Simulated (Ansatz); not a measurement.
Steps of a relaxation of `C/C(S)=C/O` with RKS PBE0-D4/def2-TZVP.

```sh
$ ansatz run in.yaml --threads 4 --pin off --events-out ev --progress --plain --max-ram 10444MiB
```

```yaml
crystal:
  periodic: [false, false, false]
  atoms:
    - {symbol: C, position_ang: [-1.284070, -0.130116, 0.995305]}
    - {symbol: C, position_ang: [-0.038675, 0.237882, 0.242824]}
    - {symbol: S, position_ang: [0.766005, 1.723290, 0.803245]}
    - {symbol: C, position_ang: [0.442251, -0.500065, -0.784871]}
    - {symbol: O, position_ang: [1.583316, -0.149183, -1.461799]}
    - {symbol: H, position_ang: [-1.730111, -1.059488, 0.588730]}
    - {symbol: H, position_ang: [-2.049948, 0.673073, 0.933045]}
    - {symbol: H, position_ang: [-1.074500, -0.294269, 2.074526]}
    - {symbol: H, position_ang: [1.779999, 1.666059, -0.104878]}
    - {symbol: H, position_ang: [-0.079535, -1.416985, -1.108730]}
    - {symbol: H, position_ang: [1.750669, -0.807198, -2.156797]}
basis:
  gaussian: {orbitals: def2-TZVP}
hamiltonian: {xc: pbe0, dispersion: d4}
relax: {f_tol: 0.005, max_steps: 150}
```

Positions (Å) and forces (eV/Å) along the path, 5 of 5 steps:

```xyz
11
step=1 energy=-16083.3653 eV
C    -1.284   -0.130    0.995   -0.222   -0.067    0.133
C    -0.039    0.238    0.243    0.415   -0.360   -0.653
S     0.766    1.723    0.803    0.146   -0.495   -0.538
C     0.442   -0.500   -0.785   -0.511    0.327    0.708
O     1.583   -0.149   -1.462   -0.243   -0.577   -0.278
H    -1.730   -1.059    0.589    0.239    0.445    0.174
H    -2.050    0.673    0.933    0.400   -0.382    0.000
H    -1.075   -0.294    2.075   -0.065    0.079   -0.543
H     1.780    1.666   -0.105   -0.363    0.067    0.364
H    -0.080   -1.417   -1.109    0.302    0.510    0.169
H     1.751   -0.807   -2.157   -0.097    0.454    0.464
11
step=2 energy=-16083.4174 eV
C    -1.276   -0.132    0.986   -0.082   -0.005    0.065
C    -0.037    0.235    0.239    0.187    0.040   -0.125
S     0.763    1.711    0.796    0.011   -0.237   -0.206
C     0.433   -0.497   -0.774   -0.108    0.094    0.171
O     1.569   -0.154   -1.453   -0.105   -0.211   -0.089
H    -1.713   -1.052    0.581    0.071    0.129    0.050
H    -2.031    0.663    0.920    0.113   -0.115    0.006
H    -1.065   -0.295    2.053   -0.027    0.024   -0.157
H     1.775    1.672   -0.096   -0.152    0.015    0.141
H    -0.086   -1.402   -1.092    0.096    0.133    0.031
H     1.732   -0.806   -2.140   -0.003    0.133    0.114
11
step=3 energy=-16083.4231 eV
C    -1.271   -0.131    0.984   -0.010   -0.015   -0.004
C    -0.034    0.235    0.237    0.047    0.086    0.034
S     0.756    1.704    0.797   -0.028   -0.051   -0.020
C     0.431   -0.496   -0.772    0.008    0.000   -0.006
O     1.564   -0.159   -1.454   -0.027   -0.015    0.011
H    -1.704   -1.047    0.580   -0.009   -0.013   -0.003
H    -2.023    0.661    0.917   -0.008    0.012   -0.003
H    -1.061   -0.292    2.045    0.006   -0.001    0.013
H     1.766    1.673   -0.086    0.010    0.012    0.002
H    -0.085   -1.396   -1.087   -0.004   -0.013   -0.009
H     1.726   -0.809   -2.139    0.015   -0.001   -0.014
11
step=4 energy=-16083.4233 eV
C    -1.271   -0.131    0.984   -0.007   -0.005    0.001
C    -0.033    0.236    0.237    0.025    0.028    0.002
S     0.755    1.703    0.797   -0.012   -0.007    0.006
C     0.431   -0.496   -0.772   -0.001   -0.008   -0.006
O     1.564   -0.161   -1.455   -0.011   -0.006    0.004
H    -1.704   -1.048    0.580    0.000   -0.002   -0.001
H    -2.023    0.660    0.916   -0.003    0.003    0.000
H    -1.060   -0.292    2.045    0.001    0.000    0.004
H     1.767    1.678   -0.084    0.003   -0.001   -0.003
H    -0.087   -1.396   -1.088   -0.001   -0.004   -0.001
H     1.726   -0.811   -2.140    0.007    0.001   -0.005
11
step=5 energy=-16083.4234 eV
C    -1.271   -0.131    0.983   -0.002   -0.002    0.001
C    -0.032    0.236    0.237    0.004   -0.002   -0.003
S     0.755    1.703    0.798    0.001    0.004    0.002
C     0.431   -0.496   -0.772   -0.003   -0.003    0.000
O     1.563   -0.162   -1.455   -0.001   -0.002    0.000
H    -1.703   -1.048    0.579    0.001    0.001    0.000
H    -2.023    0.660    0.916    0.001   -0.001    0.000
H    -1.060   -0.291    2.045   -0.001    0.000   -0.001
H     1.767    1.679   -0.083    0.001    0.000   -0.001
H    -0.087   -1.397   -1.087   -0.001    0.002    0.001
H     1.726   -0.811   -2.141    0.002    0.002    0.000
```

It took 17 s on 4 threads of an Arm Neoverse V2 on a shared host, with 0.48 GiB of host memory at the peak.
